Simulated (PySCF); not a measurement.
Species: chlorothioborine, BClS.
InChI=1S/BClS/c2-1-3

Method used: PBE0-D3(BJ)/def2-TZVP geometry optimisation, gas phase (PySCF 2.14.0).

Masses are those of the commonest isotopes; rigid-rotor values at the optimised geometry. 

(1) What are the moment of inertia and the rotational constant?

(2) List the first levels of a rigid rotor in a Σ state.

(3) Where do the first rotational lines fall?

(4) Estimate the classical rotational partition function at 50 K, 100 K and 500 K.

## Answers

(1) I = 180.134 u·Å², B = 505379 MHz·u·Å²/I = 2806 MHz (0.0936 cm⁻¹, or 0.135 K as hB/k).

(2) E(J) = BJ(J+1): J = 1: 0.187, J = 2: 0.562, J = 3: 1.123, J = 4: 1.872, J = 5: 2.808, J = 6: 3.931 cm⁻¹.

(3) The dipole is 1.71 D; J+1 ← J lies at 2B(J+1): 1 ← 0 at 5.61 GHz, 2 ← 1 at 11.22 GHz, 3 ← 2 at 16.83 GHz, 4 ← 3 at 22.44 GHz, 5 ← 4 at 28.06 GHz, 6 ← 5 at 33.67 GHz.

(4) Point group C∞v, symmetry number σ = 1; q = kT/(σhB), k/h = 20836.6 MHz/K: 371 at 50 K, 743 at 100 K, 3710 at 500 K.

No PBE0-D3(BJ)/def2-TZVP frequencies stand behind this structure, so it isn't proved a minimum. Constants of a rigid frame at the computed geometry: no zero-point averaging, no centrifugal distortion.
